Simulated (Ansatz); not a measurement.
Molecular dynamics, step by step

NaBH$_{2}$S (SMILES B[S][Na]), singlet, r2SCAN-D4/def2-SVPD (Ansatz 0.2.0). Settings (timestep in fs, temperature in K; T counts 9 degrees of freedom):

```yaml
hamiltonian: {xc: r2scan, dispersion: d4}
md: {n_steps: 80, timestep: 0.5, temperature: 1500, ensemble: nve, seed: 786, initial_velocities: maxwell_boltzmann}
```

Start (the SMILES describes the start alone):

```tsv
atom	x (Å)	y (Å)	z (Å)
B1	0.2245	0.4175	-0.6697
S2	0.5545	-0.8748	0.4332
Na3	-1.0316	-1.2350	2.3294
H4	0.9760	0.5853	-1.5566
H5	-0.7235	1.1070	-0.5362
```

```json
{"step": "0", "time (fs)": "0.00", "potential energy less the start (meV)": "0.0", "kinetic energy (meV)": "581.7", "T (K)": "1500"}
{"step": "5", "time (fs)": "2.50", "potential energy less the start (meV)": "156.0", "kinetic energy (meV)": "428.1", "T (K)": "1104"}
{"step": "10", "time (fs)": "5.00", "potential energy less the start (meV)": "338.8", "kinetic energy (meV)": "246.6", "T (K)": "636"}
{"step": "15", "time (fs)": "7.50", "potential energy less the start (meV)": "120.3", "kinetic energy (meV)": "463.1", "T (K)": "1194"}
{"step": "20", "time (fs)": "10.00", "potential energy less the start (meV)": "158.8", "kinetic energy (meV)": "424.0", "T (K)": "1093"}
{"step": "25", "time (fs)": "12.50", "potential energy less the start (meV)": "226.5", "kinetic energy (meV)": "358.0", "T (K)": "923"}
{"step": "30", "time (fs)": "15.00", "potential energy less the start (meV)": "43.6", "kinetic energy (meV)": "538.7", "T (K)": "1389"}
{"step": "35", "time (fs)": "17.50", "potential energy less the start (meV)": "353.9", "kinetic energy (meV)": "231.3", "T (K)": "596"}
{"step": "40", "time (fs)": "20.00", "potential energy less the start (meV)": "334.6", "kinetic energy (meV)": "250.1", "T (K)": "645"}
{"step": "45", "time (fs)": "22.50", "potential energy less the start (meV)": "146.6", "kinetic energy (meV)": "434.9", "T (K)": "1122"}
{"step": "50", "time (fs)": "25.00", "potential energy less the start (meV)": "447.8", "kinetic energy (meV)": "139.0", "T (K)": "358"}
{"step": "55", "time (fs)": "27.50", "potential energy less the start (meV)": "155.4", "kinetic energy (meV)": "426.1", "T (K)": "1099"}
{"step": "60", "time (fs)": "30.00", "potential energy less the start (meV)": "293.9", "kinetic energy (meV)": "290.4", "T (K)": "749"}
{"step": "65", "time (fs)": "32.50", "potential energy less the start (meV)": "442.3", "kinetic energy (meV)": "143.0", "T (K)": "369"}
{"step": "70", "time (fs)": "35.00", "potential energy less the start (meV)": "205.0", "kinetic energy (meV)": "378.0", "T (K)": "975"}
{"step": "75", "time (fs)": "37.50", "potential energy less the start (meV)": "313.2", "kinetic energy (meV)": "269.8", "T (K)": "696"}
{"step": "80", "time (fs)": "40.00", "potential energy less the start (meV)": "376.2", "kinetic energy (meV)": "208.0", "T (K)": "536"}
```

Step 10, positions (Å) and forces (eV/Å):

| atom | x | y | z | Fx | Fy | Fz |
| --- | --- | --- | --- | --- | --- | --- |
| B1 | 0.282 | 0.387 | -0.696 | -1.664 | 3.461 | -2.034 |
| S2 | 0.542 | -0.855 | 0.424 | 0.602 | -1.608 | 1.163 |
| Na3 | -1.041 | -1.259 | 2.365 | -0.025 | 0.124 | -0.116 |
| H4 | 1.040 | 0.679 | -1.691 | -0.630 | -0.517 | 1.068 |
| H5 | -0.801 | 1.261 | -0.622 | 1.717 | -1.460 | -0.081 |

Step 20, positions (Å) and forces (eV/Å):

```json
{"atom": "B1", "x": "0.307", "y": "0.422", "z": "-0.757", "Fx": "0.584", "Fy": "-0.661", "Fz": "0.322"}
{"atom": "S2", "x": "0.534", "y": "-0.847", "z": "0.422", "Fx": "0.292", "Fy": "-0.636", "Fz": "0.383"}
{"atom": "Na3", "x": "-1.050", "y": "-1.282", "z": "2.399", "Fx": "0.096", "Fy": "0.139", "Fz": "-0.248"}
{"atom": "H4", "x": "1.016", "y": "0.673", "z": "-1.651", "Fx": "1.066", "Fy": "-0.250", "Fz": "-0.760"}
{"atom": "H5", "x": "-0.562", "y": "1.142", "z": "-0.722", "Fx": "-2.038", "Fy": "1.407", "Fz": "0.304"}
```

Step 55, positions (Å) and forces (eV/Å):

```
atom       x       y       z      Fx      Fy      Fz
  B1   0.390   0.479  -0.888   0.239  -1.582   1.337
  S2   0.509  -0.815   0.409  -0.398   0.767  -0.408
 Na3  -1.071  -1.348   2.491   0.288   0.229  -0.528
  H4   1.279   0.438  -1.665   0.504   0.122  -0.527
  H5  -0.471   1.274  -1.016  -0.632   0.463   0.126
```

Last step (80):

```
atom    x (Å)    y (Å)    z (Å)
  B1   0.4586   0.4027  -0.8787
  S2   0.4759  -0.7647   0.3860
 Na3  -1.0648  -1.3774   2.5185
  H4   1.3177   0.4247  -1.6497
  H5  -0.3159   1.1734  -1.0151
```

Hardware: 2 CPU threads of an Arm Neoverse V1, shared host. Wall time about 3.2 min.
